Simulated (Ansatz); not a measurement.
Two shapes of singlet HNO.

Shape 1:

```xyz
3

N     0.0000    0.4274   -0.3864
H     0.0000    1.3024    0.2308
O     0.0000   -0.5368    0.3092
```

Shape 2:

```xyz
3

N     0.0000    0.4616   -0.4173
H     0.0000    1.4066    0.2492
O     0.0000   -0.5797    0.3340
```

Basis set: 6-31G* (spherical functions). Frozen core: 2 orbitals. Charge 0, multiplicity 1.

Computed with Ansatz (development build ahead of 0.2.0); each method stands on the lowest determinant of its kind that the runs found.

Problem. Which shape is lower in energy, and by how much in each method?

Solution.

```
 method  E(2) − E(1) (eV)
    RHF             0.782
RHF-MP2             0.132
```

Shape 1 is lower. Caution: in another basis set an unrestricted determinant lies well below.
